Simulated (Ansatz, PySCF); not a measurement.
Molecule: C2H2N, net charge 0, doublet state. SMILES: [CH2]C#N
Structure (B3LYP-D3(BJ)/def2-TZVP (Ansatz, a program for electronic structure) minimum search):
```xyz
5

C     -0.0090    -0.1659    -1.1772
C      0.0014     0.0261     0.1854
N      0.0103     0.1888     1.3399
H      0.9204    -0.2159    -1.7250
H     -0.9467    -0.2673    -1.7035
```
Charge 0, spin multiplicity 2.

Unscaled harmonic wavenumbers (cm⁻¹) in rising order, each level at the stationary point that it reaches from this structure (no distance between atoms moves by over 0.3 Å); the order of modes can differ between levels, and a negative number is imaginary. B3LYP-D3(BJ)/def2-TZVP (PySCF, at the structure above): 387, 437, 680, 1036, 1062, 1449, 2132, 3165, 3267.

HF/3-21G (Ansatz): 457, 517, 728, 1090, 1162, 1591, 2016, 3319, 3423. Zero-point energy 20.4 against 19.5 kcal/mol; where all levels lie over 400 cm⁻¹, the wavenumbers are on average 1.067 times those of B3LYP-D3(BJ)/def2-TZVP.

B3LYP/6-31G* (Ansatz): 389, 444, 660, 1044, 1071, 1468, 2144, 3190, 3290. Zero-point energy 19.6 against 19.5 kcal/mol; where all levels lie over 400 cm⁻¹, the wavenumbers are on average 1.004 times those of B3LYP-D3(BJ)/def2-TZVP.
